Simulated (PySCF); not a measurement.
# Highest orbital energy against ionisation energy along group 13

Calculated with PySCF 2.14, no spin-orbit coupling. Each cell gives −ε(HOMO) / ΔSCF in eV; NIST values include spin-orbit coupling, (s) semi-empirical, (t) theoretical.

```tsv
species	UHF	LDA	PBE	PBE0	r2SCAN	NIST (lowest levels)
B (aug-cc-pwCVTZ, non-relativistic)	8.669 / 8.037	4.110 / 8.640	4.168 / 8.669	5.370 / 8.643	4.581 / 8.760	8.298
Al (aug-cc-pwCVTZ, non-relativistic)	5.933 / 5.599	3.013 / 6.026	3.089 / 6.071	3.903 / 6.090	3.344 / 6.162	5.986
Ga (aug-cc-pwCVTZ-PP with ECP10MDF, ECP)	5.829 / 5.536	2.916 / 6.010	2.926 / 5.935	3.753 / 5.963	3.178 / 6.098	5.999
In (aug-cc-pwCVTZ-PP with ECP28MDF, ECP)	5.488 / 5.219	2.858 / 5.719	2.829 / 5.595	3.598 / 5.625	3.058 / 5.722	5.786
Tl (aug-cc-pwCVTZ-PP with ECP60MDF, ECP)	5.250 / 5.014	2.765 / 5.583	2.698 / 5.427	3.438 / 5.443	2.912 / 5.509	6.108
```

Problem. How far is −ε(HOMO) from ΔSCF on average for each method, and why?

Solution. UHF 0.35 eV; LDA -3.26 eV; PBE -3.20 eV; PBE0 -2.34 eV; r2SCAN -3.04 eV. Hartree-Fock orbital energies lack relaxation and so exceed the ΔSCF value; semilocal functionals have convex E(N) from self-interaction, so their HOMO lies far too high; exact exchange moves hybrids part of the way back.
